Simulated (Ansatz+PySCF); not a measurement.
# doublet N2(+): levels of theory in one basis

```xyz
2

N     0.0000    0.0000   -0.8044
N     0.0000    0.0000    0.8044
```

Basis set: STO-3G (spherical functions). Left uncorrelated: 2 orbitals. Correlation on ROHF uses semicanonical orbitals with singles. Charge 1, multiplicity 2.

Computed with Ansatz (development build ahead of 0.2.0); each method stands on the lowest determinant of its kind that the runs found.

```json
{"method": "ROHF", "E − E(ROHF) (eV)": "0.00", "<S²> of the determinant": "0.75"}
{"method": "UHF", "E − E(ROHF) (eV)": "-4.21", "<S²> of the determinant": "2.63"}
{"method": "ROHF-MP2", "E − E(ROHF) (eV)": "-3.20", "<S²> of the determinant": "–"}
{"method": "UHF-MP2", "E − E(ROHF) (eV)": "-4.93", "<S²> of the determinant": "2.63"}
{"method": "ROHF-CCSD", "E − E(ROHF) (eV)": "-5.84", "<S²> of the determinant": "–"}
{"method": "UHF-CCSD", "E − E(ROHF) (eV)": "-6.10", "<S²> of the determinant": "2.63"}
{"method": "ROHF-CCSD(T)", "E − E(ROHF) (eV)": "-6.58", "<S²> of the determinant": "–"}
{"method": "UHF-CCSD(T)", "E − E(ROHF) (eV)": "-6.18", "<S²> of the determinant": "2.63"}
```

Problem. What does full CI (lowest root of this spin) give on the same scale?

Solution. -6.48 eV.

At such a shape the full CI root can have another spatial symmetry than the determinants, so the rows needn't describe one state.

Problem. Is a single determinant a sound starting point here?

Solution. It is doubtful. Unrestricted orbitals lower Hartree–Fock by 4.21 eV and <S²> is 2.63 where a pure state has 0.75, a sign of strong static correlation.

Caution for ROHF, ROHF-MP2, ROHF-CCSD, ROHF-CCSD(T): an unrestricted determinant lies well below. Caution for ROHF, UHF, ROHF-MP2, UHF-MP2, ROHF-CCSD, UHF-CCSD, ROHF-CCSD(T), UHF-CCSD(T): the determinant may break the point group. Caution for UHF, UHF-MP2, UHF-CCSD, UHF-CCSD(T): the unrestricted determinant is a mixture of spin states. Caution for ROHF-MP2, UHF-MP2, ROHF-CCSD, UHF-CCSD, ROHF-CCSD(T), UHF-CCSD(T): large amplitudes, a single reference is doubtful. Caution for ROHF-MP2, UHF-CCSD, UHF-CCSD(T): the program doubts this total. Caution for ROHF-MP2, UHF-MP2: MP2 on this radical cation hangs on the determinant chosen. Caution for ROHF-MP2, UHF-MP2, UHF-CCSD(T): another reference gives a lower total.
